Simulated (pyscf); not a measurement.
A first-order saddle from PySCF, ωB97X-D3(BJ)/def2-SVP:

```xyz
7

F      0.5869     1.2814    -0.6693
Si     0.7925    -0.1489     0.0422
F      2.3613    -0.5009    -0.0270
F      0.0144    -1.2340    -0.8584
H      0.0867    -0.6521     1.7099
F     -0.1725    -0.1297     2.7570
H      0.2902     0.3778     1.7742
```
Charge 0, spin multiplicity 1.

Surface: singlet, charge 0. Lowest wavenumbers (cm⁻¹): 2627i, 23, 113, 138, 293.

### Question
What reaction is this the transition state of?

### Answer
`[F][SiH]([F])[F]` + `[FH]` ⇌ `[F][SiH]([F])[F]` + `[FH]`, a four-centre exchange read from left to right: H–Si, F–H broken and H–Si, F–H formed. At CCSD(T)/def2-TZVPP + ΔMP2(QZVPP) it lies +327.6 kJ/mol from the left side and +327.6 kJ/mol from the right (each side as separated species at their lowest minima found). The same reactants have a lower exit, to F–Si(F)(F)–F + H₂ (barrier +125.3 kJ/mol at ωB97M-D3(BJ)/def2-TZVP, against +305.8 kJ/mol here). Another saddle between the same species, by other bonds, lies lower (109.3 kJ/mol against 305.8 kJ/mol at ωB97M-D3(BJ)/def2-TZVP). The CCSD(T) − MP2 part came from Ansatz, without density fitting, on the same reference.
